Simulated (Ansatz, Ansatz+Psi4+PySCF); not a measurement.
| atom | x (Å) | y (Å) | z (Å) |
| --- | --- | --- | --- |
| H | 1.9025 | 0.1625 | -0.7996 |
| C | 1.3616 | -0.3459 | -0.0003 |
| C | -0.0774 | 0.1483 | -0.0037 |
| N | -1.0344 | -0.8279 | -0.0041 |
| H | -2.0013 | -0.5449 | 0.0183 |
| H | 1.4616 | -1.4257 | -0.1278 |
| H | 1.8257 | -0.0563 | 0.9453 |
| H | -0.8128 | -1.8077 | 0.0103 |
| O | -0.3550 | 1.3316 | 0.0008 |

Basis set: cc-pVTZ (spherical functions). Correlated methods keep 4 orbitals frozen. Charge 0, multiplicity 1.

Computed with Ansatz (development build ahead of 0.2.0); each method stands on the lowest determinant of its kind that the runs found. Restricted open shells among the atoms or ions are ROHF, correlated in semicanonical orbitals with singles.

The atomization energy at this shape (free ground-state atoms in the same class of orbitals less the molecule, no zero-point energy) of singlet C₂H₅NO:

```tsv
method	atomization energy
RHF	617.34 kcal/mol
```

Q: What does RHF-MP2 give?

A: 858.80 kcal/mol.
